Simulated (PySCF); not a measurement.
## PO: from constants to spectrum

ROHF-CCSD(T) constants of PO, ²Π (doublet), unpaired electrons π ↑ (P pcseg-1, O pcseg-1; no relativity (PySCF 2.14); masses 30.9738 and 15.9949 u):

| Quantity | Value |
| --- | --- |
| ωe | 1169.7 cm⁻¹ |
| ωexe | 6.67 cm⁻¹ |
| Be | 0.69884 cm⁻¹ |
| αe | 0.00540 cm⁻¹ |
| De to P + O | 4.94 eV |

What force constant and bond length do these constants imply?

Reduced mass μred = 10.548 u; k = 5.8918×10⁻⁷·μred·ωe² (u, cm⁻¹, mdyn/Å) = 8.50 mdyn/Å; Re = √(16.8576/(μred·Be)) (u, cm⁻¹, Å) = 1.512 Å.

Estimate the centrifugal constant D from the Kratzer relation and find the Dunham coefficient a1.

D = 4Be³/ωe² = 9.98e-07 cm⁻¹; a1 = −1 − αeωe/(6Be²) = -3.16.

Correlated steps freeze 6 core orbitals. Correlated levels converge slowly with the basis: in double zeta they bind strong bonds too weakly, by up to about 1 eV, and carry superposition errors of some tenths. The state was picked by a PBE0 search and need not be the measured ground state.
